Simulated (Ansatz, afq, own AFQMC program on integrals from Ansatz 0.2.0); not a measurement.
Co⁺, quintet in def2-SVP, levels against full CI

A free Co cation.

Basis def2-SVP. Only valence electrons are correlated. AFQMC by an in-house program on the Cholesky factors that Ansatz 0.2.0 writes for its CCSD(T) run. ph-AFQMC/CISD is guided by a CISD state made of CCSD amplitudes; releasing the constraint for a short imaginary time cuts its bias at the price of noise, slowly where states lie close. Uncertainties: one standard error, sampling alone. The metal's outer-core s and p shells are frozen, which shifts wave-function levels against functionals.

Determinant: UHF, the one that the program's search chose, which needn't be the lowest solution.

Full CI on the same integrals is exact in this basis and with this determinant's frozen core.

Cautions: no relativity below Rb; outer-core shells of the metal frozen.

The T1 diagnostic is 0.0061. The weight of the determinant in the CISD state is 0.976. The ⟨S²⟩ of the determinant is 6.002. The size of the correlated space is 8 electrons in 22 orbitals.

```
  level  correlation energy (eV)
    MP2                  -3.1397
   CCSD                  -3.2060
CCSD(T)                  -3.2711
```

(1) Estimate where phaseless AFQMC with a CISD trial lies against CCSD(T) on the same integrals.

(1) 0.5 ± 0.1 kJ/mol above CCSD(T).

Reference: full CI, correlation energy -3.267 eV. The released energy is read at 4.20 1/Eh (meV from the phaseless value at times in 1/Eh: -1.1 ± 1.1 at 0.60, 0.5 ± 1.1 at 1.20, -0.4 ± 1.5 at 2.00, -1.0 ± 1.9 at 3.00, -4 ± 3 at 4.20).

```json
{"level": "CCSD(T)", "E − E(reference) (kJ/mol)": "-0.4", "share of correlation (%)": "100.12"}
{"level": "CCSDT", "E − E(reference) (kJ/mol)": "-0.5", "share of correlation (%)": "100.17"}
{"level": "CCSDT(Q)", "E − E(reference) (kJ/mol)": "0.0", "share of correlation (%)": "99.99"}
{"level": "CCSDTQ", "E − E(reference) (kJ/mol)": "0.0", "share of correlation (%)": "100.01"}
{"level": "ph-AFQMC/HF", "E − E(reference) (kJ/mol)": "2.5 ± 1.2", "share of correlation (%)": "99.21"}
{"level": "ph-AFQMC/CISD", "E − E(reference) (kJ/mol)": "0.1 ± 0.1", "share of correlation (%)": "99.96"}
{"level": "released AFQMC", "E − E(reference) (kJ/mol)": "-0.2 ± 0.3", "share of correlation (%)": "100.08"}
```

CCSDT and higher add their correlation energy to the determinant of the CCSD(T) run, since their own runs factorise the integrals more tightly (a shift of under 2 meV). A walk keeps the symmetry of its determinant, which the program's search chose and which needn't be the lowest solution, so a lower state of the same spin and another symmetry isn't excluded. Released energies are given only where the last usable release times agree within the noise; a slower fall can still hide under it.
